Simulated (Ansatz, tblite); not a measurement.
Forces on cyclo-(PH)4 (P₄H₄) at its r2SCAN-D4/def2-SVP geometry. Total charge 0; singlet.

The xTB rows come from tblite.

GFN1-xTB (tblite), largest force 1.15 eV/Å:

```xyz
8
positions Å, forces eV/Å
P    -0.462   -0.809   -1.360    0.626    0.282    0.782
P     0.854    1.029   -1.065   -0.675   -0.656    0.666
P    -0.652    1.386    0.609    0.715   -0.744   -0.139
P    -0.512   -0.854    0.903   -0.312    0.722   -0.835
H     0.594   -1.756   -1.558   -0.261    0.184    0.111
H     1.801    0.352   -0.219   -0.168    0.243   -0.287
H     0.288    1.781    1.615   -0.232   -0.154   -0.192
H    -1.911   -1.129    1.075    0.308    0.122   -0.107
```

GFN2-xTB (tblite), largest force 0.97 eV/Å:

```
P 0.659 0.049 0.666
P -0.457 -0.562 0.582
P 0.715 -0.602 0.082
P -0.496 0.530 -0.638
H -0.361 0.388 0.176
H -0.293 0.232 -0.286
H -0.306 -0.249 -0.396
H 0.541 0.214 -0.186
```

PBE-D4/def2-TZVP (Ansatz), largest force 0.27 eV/Å:

```
P -0.017 0.190 0.192
P -0.133 -0.092 0.089
P 0.018 -0.212 -0.168
P 0.116 0.146 -0.152
H 0.029 -0.018 0.006
H 0.013 -0.013 0.016
H 0.028 -0.002 0.021
H -0.053 -0.001 -0.004
```
